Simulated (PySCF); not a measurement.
formic acid (CH2O2), SMILES O=CO. Geometry: PBE-D3(BJ)/def2-TZVP. Other conformers were not sampled.

Computed with PBE-D3(BJ)/def2-TZVP (PySCF).

Harmonic wavenumbers (cm⁻¹): 605, 685, 1005, 1080, 1260, 1352, 1765, 2961, 3585. Rotational constants (GHz): 76.99, 11.87, 10.29; symmetry number 1.

Q: Work out the zero-point energy and the ideal-gas rigid-rotor harmonic-oscillator thermochemistry at 298.15 K and 1 atm.

A: ZPE = ½ Σ hcν = ½ × 14297 cm⁻¹ = 85.51 kJ/mol. H − E(el) = 96.38 kJ/mol. Entropy in J/(mol K): translation 156.50, rotation 88.13, vibration 4.11, total 248.74. G − E(el) = 22.22 kJ/mol. Cp = 45.28 J/(mol K).
